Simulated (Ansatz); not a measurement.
**Potassium, bcc: convergence with the plane-wave cutoff**

Computed with Ansatz, LDA, scalar-relativistic PAW, on the relaxed cell (a = 5.048 Å; spin not included). Errors count from a run at 420 eV on a Γ-centred 15×15×15 mesh with Fermi-Dirac smearing of 0.1 eV, extrapolated to zero width. Fixed here: mesh 9×9×9, Fermi-Dirac width 0.1 eV. The pressure holds a Pulay correction and is unreliable far below the recommended cutoff. The SCF starts from atomic densities corrected by a trained network.

```tsv
cutoff (eV)	E(σ→0) error (meV/atom)	P (GPa)	SCF iterations
150	5328.3	-0.11	7
200	1032.8	0.05	6
250	163.4	-0.02	6
300	17.3	-0.01	6
350	-1.3	-0.01	6
420	-3.2	-0.01	6
500	-3.3	-0.01	6
600	-3.3	-0.01	6
800	-3.3	-0.01	6
```

Within 5 meV/atom of the last row: from 350 eV on.
